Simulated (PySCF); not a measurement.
Species: 3,4-dimethylenecyclobut-1-ene, C₆H₆.
SMILES with atom numbers: `[CH2:1]=[C:2]1[CH:3]=[CH:4][C:5]1=[CH2:6]` (hydrogens: H7, H8 on C1; H9 on C3; H10 on C4; H11, H12 on C6)

The same species was optimised twice, with GFN2-xTB and with PBE0-D3(BJ)/def2-SVP (PySCF), and the same property calculations (PySCF, gas phase) were run on both structures.

| coordinate | GFN2-xTB | PBE0-D3(BJ)/def2-SVP | change |
| --- | --- | --- | --- |
| C5=C6 (Å) | 1.321 | 1.333 | +0.012 |
| C1=C2 (Å) | 1.321 | 1.333 | +0.012 |
| C3=C4 (Å) | 1.351 | 1.362 | +0.011 |
| C2–C5 (Å) | 1.497 | 1.507 | +0.010 |
| C4–C5 (Å) | 1.472 | 1.478 | +0.006 |
| C2–C3 (Å) | 1.473 | 1.478 | +0.005 |
| C1–C2–C5 (°) | 136.1 | 135.7 | -0.4 |
| C1–C2–C3 (°) | 136.8 | 137.1 | +0.3 |
| C2–C5–C6 (°) | 136.1 | 135.7 | -0.4 |
| C4–C5–C6 (°) | 136.8 | 137.1 | +0.3 |
| C3–C2–C5 (°) | 87.1 | 87.2 | +0.1 |
| C2–C3–C4 (°) | 92.8 | 92.8 | 0.0 |
| C3–C4–C5 (°) | 92.8 | 92.8 | 0.0 |
| C2–C5–C4 (°) | 87.2 | 87.2 | 0.0 |

Rotational constants: A = 5693, B = 4306, C = 2452 MHz (GFN2-xTB) against A = 5589, B = 4262, C = 2418 MHz (PBE0-D3(BJ)/def2-SVP). Point groups within 0.08 Å: C2v and C2v.

On the GFN2-xTB structure: lowest singlet, TDDFT (eV) 5.18 [wB97X-D/def2-SVPD]; lowest triplet, Tamm–Dancoff (eV) 3.22 [wB97X-D/def2-SVPD]; isotropic polarisability (au) 73.5 [wB97X-D/def2-SVPD]; HOMO (eV) -8.54 [wB97X-D/def2-SVPD]; LUMO (eV) 0.81 [wB97X-D/def2-SVPD]; dipole (D) 0.68 [wB97X-D/def2-SVPD]; HOMO (eV) -6.76 [PBE0/pcSseg-1]; LUMO (eV) -0.94 [PBE0/pcSseg-1]; dipole (D) 0.59 [PBE0/pcSseg-1]; GIAO shielding of C1/C6 (mean) (ppm) 86.4 [PBE0/pcSseg-1]; GIAO shielding of C2/C5 (mean) (ppm) 30.7 [PBE0/pcSseg-1]; GIAO shielding of C3/C4 (mean) (ppm) 31.3 [PBE0/pcSseg-1].

Q: What do these properties become on the PBE0-D3(BJ)/def2-SVP structure?

A: 
```json
{"property": "lowest singlet, TDDFT (eV)", "level": "wB97X-D/def2-SVPD", "on GFN2-xTB": "5.18", "on PBE0-D3(BJ)/def2-SVP": "5.08", "change": "-0.10"}
{"property": "lowest triplet, Tamm–Dancoff (eV)", "level": "wB97X-D/def2-SVPD", "on GFN2-xTB": "3.22", "on PBE0-D3(BJ)/def2-SVP": "3.12", "change": "-0.10"}
{"property": "isotropic polarisability (au)", "level": "wB97X-D/def2-SVPD", "on GFN2-xTB": "73.5", "on PBE0-D3(BJ)/def2-SVP": "75.3", "change": "+1.8"}
{"property": "HOMO (eV)", "level": "wB97X-D/def2-SVPD", "on GFN2-xTB": "-8.54", "on PBE0-D3(BJ)/def2-SVP": "-8.50", "change": "+0.04"}
{"property": "LUMO (eV)", "level": "wB97X-D/def2-SVPD", "on GFN2-xTB": "0.81", "on PBE0-D3(BJ)/def2-SVP": "0.72", "change": "-0.09"}
{"property": "dipole (D)", "level": "wB97X-D/def2-SVPD", "on GFN2-xTB": "0.68", "on PBE0-D3(BJ)/def2-SVP": "0.70", "change": "+0.02"}
{"property": "energy, GFN2-xTB geometry as zero (kcal/mol)", "level": "wB97X-D/def2-SVPD", "on GFN2-xTB": "0.0", "on PBE0-D3(BJ)/def2-SVP": "-0.9", "change": "-0.9"}
{"property": "HOMO (eV)", "level": "PBE0/pcSseg-1", "on GFN2-xTB": "-6.76", "on PBE0-D3(BJ)/def2-SVP": "-6.73", "change": "+0.03"}
{"property": "LUMO (eV)", "level": "PBE0/pcSseg-1", "on GFN2-xTB": "-0.94", "on PBE0-D3(BJ)/def2-SVP": "-1.01", "change": "-0.07"}
{"property": "dipole (D)", "level": "PBE0/pcSseg-1", "on GFN2-xTB": "0.59", "on PBE0-D3(BJ)/def2-SVP": "0.61", "change": "+0.02"}
{"property": "energy, GFN2-xTB geometry as zero (kcal/mol)", "level": "PBE0/pcSseg-1", "on GFN2-xTB": "0.0", "on PBE0-D3(BJ)/def2-SVP": "-0.3", "change": "-0.3"}
{"property": "GIAO shielding of C1/C6 (mean) (ppm)", "level": "PBE0/pcSseg-1", "on GFN2-xTB": "86.4", "on PBE0-D3(BJ)/def2-SVP": "83.4", "change": "-3.0"}
{"property": "GIAO shielding of C2/C5 (mean) (ppm)", "level": "PBE0/pcSseg-1", "on GFN2-xTB": "30.7", "on PBE0-D3(BJ)/def2-SVP": "27.8", "change": "-2.9"}
{"property": "GIAO shielding of C3/C4 (mean) (ppm)", "level": "PBE0/pcSseg-1", "on GFN2-xTB": "31.3", "on PBE0-D3(BJ)/def2-SVP": "28.5", "change": "-2.8"}
```

The heavy atoms differ by 0.011 Å rms after alignment. Among bonds between heavy atoms C1=C2, C3=C4 and C5=C6 change most and about equally (+0.011 to +0.012 Å). Changes are differences of the printed values. Neither structure is proved a minimum here.

Note: wB97X-D ran without an empirical dispersion term, which enters the total energy and its gradient alone.
